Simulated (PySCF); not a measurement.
**Sulfur: a sound run and one with changed settings**

Sound run: S [Ne] 3s2 3p4, S⁺ [Ne] 3s2 3p3. All numbers are calculated (PySCF 2.14, the spin-free X2C one-electron Hamiltonian (Gaussian nucleus), in x2c-TZVPall (5s5p2d1f, 37 functions)). In the sound run the correlated levels freeze [Ne]. The sound run starts from symmetry-adapted Hartree-Fock orbitals and uses a fine grid where one is needed.

Changed run: a valence shell is frozen. This setting is unsound on purpose.

```json
{"species": "S", "method": "MP2", "sound run (hartree)": "-398.69845", "changed run (hartree)": "-398.63676", "converged": "yes"}
{"species": "S", "method": "CCSD(T)", "sound run (hartree)": "-398.72693", "changed run (hartree)": "-398.64834", "converged": "yes"}
{"species": "S⁺", "method": "MP2", "sound run (hartree)": "-398.33299", "changed run (hartree)": "-398.26578", "converged": "yes"}
{"species": "S⁺", "method": "CCSD(T)", "sound run (hartree)": "-398.35649", "changed run (hartree)": "-398.27284", "converged": "yes"}
```

Ionisation energy of S:

```csv
method,sound run (eV),changed run (eV)
UHF,9.221,9.221
MP2,9.945,10.095
SCS-MP2,10.019,10.285
CCSD,10.049,10.185
CCSD(T),10.080,10.218
```

Freezing a valence shell removes pair correlation that changes on ionisation.

For comparison, NIST gives 10.360 eV between the lowest levels.
